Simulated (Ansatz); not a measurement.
Species: Cl2, charge 1, multiplicity 2. SMILES of the parent species: ClCl
Geometry from a B3LYP-D3(BJ)/def2-TZVP (Ansatz, a first-principles code) optimisation:
```
Cl
Cl 1 1.9100
```
Charge +1, spin multiplicity 2.

Parts of the frozen-core correlation energy in cc-pV(D+d)Z (Ansatz, hartree). Frozen orbitals: 10; correlated occupied orbitals by spin: 7 and 6; virtual: 29 and 30. UHF or UKS for open shells. Spin-orbit coupling is left out. Non-relativistic.

```json
[
 {"term": "reference (HF)", "value": "-918.55661"},
 {"term": "MP2 opposite-spin", "value": "…"},
 {"term": "MP2 same-spin", "value": "-0.07368"},
 {"term": "CCSD correlation", "value": "…"},
 {"term": "(T)", "value": "…"},
 {"term": "CCSDT minus CCSD(T)", "value": "-0.00084"},
 {"term": "T1 diagnostic", "value": "0.011"},
 {"term": "largest doubles amplitude", "value": "0.086"},
 {"term": "<S^2> of the reference", "value": "0.766"}
]
```

Task: What belongs in the gaps?

Result: 
- MP2 opposite-spin, value: -0.19888
- CCSD correlation, value: -0.30004
- (T), value: -0.01002
